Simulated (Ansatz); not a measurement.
```yaml
crystal:
  periodic: [false, false, false]
  atoms:
    - {symbol: Cu, position_ang: [0.000000, 0.000000, 0.000000]}
    - {symbol: F, position_ang: [0.000000, 0.000000, 1.890000]}
basis:
  gaussian: {orbitals: def2-TZVP}
magnetization: {spin_polarized: true, initial_magnetization: 2}
hamiltonian: {xc: pbe0}
relax: {f_tol: 0.004, max_steps: 80}
```

```sh
$ ansatz run in.yaml --threads 1 --pin off --events-out ev --progress --plain --max-ram 2176MiB
```

Steps of the relaxation (energy above the last step; positions in Å, forces in eV/Å):

```
2
step 1, 163.9 meV
Cu    0.000    0.000    0.000    0.000    0.000    1.982
F     0.000    0.000    1.890    0.000    0.000   -1.982
```

```
2
step 2, 57.4 meV
Cu    0.000    0.000    0.032    0.000    0.000    1.333
F     0.000    0.000    1.858    0.000    0.000   -1.333
```

```
2
step 3, 14.6 meV
Cu    0.000    0.000    0.089    0.000    0.000   -0.851
F     0.000    0.000    1.801    0.000    0.000    0.851
```

```
2
step 5, 0.0 meV
Cu    0.000    0.000    0.071    0.000    0.000    0.001
F     0.000    0.000    1.819    0.000    0.000   -0.001
```

Close pairs at the end: Cu1–F2 1.747 Å.

A stationary point of unrestricted PBE0 after 5 steps, with ⟨S²⟩ = 2.002 against 2.00 for a pure state. 29 s on 1 thread of Arm Neoverse V1, shared host.
